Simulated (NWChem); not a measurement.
**Correlation energy of P (+1)**

```
P
```
Charge +1, spin multiplicity 3.

The numbers come from NWChem runs, not from measurements.

Basis set: cc-pVQZ. Each correlation energy counts from its own Hartree-Fock reference.

The correlated methods keep 5 core orbitals frozen. The stability of the SCF solutions was not checked. Open-shell Hartree-Fock references start from PBE0 orbitals. No row is a measurement; the coupled-cluster row has its own basis-set and correlation limits.

| method | correlation energy (mHa) |
|---|---|
| UMP2 | -66.5 |
| URI-MP2 | -66.5 |
| CCSD on ROHF | ___ |
| CCSD[T] on UHF | -87.7 |
| CCSD[T] on ROHF | -92.9 |
| CCSD on UHF | ___ |
| CCSD(T) on ROHF | -92.9 |
| SCS-UMP2 | ___ |
| CCSD(T) on UHF | -87.6 |

Task: Fill in the missing entries.

Result: 
- CCSD on ROHF, correlation energy (mHa): -89.9
- CCSD on UHF, correlation energy (mHa): -85.0
- SCS-UMP2, correlation energy (mHa): -70.3
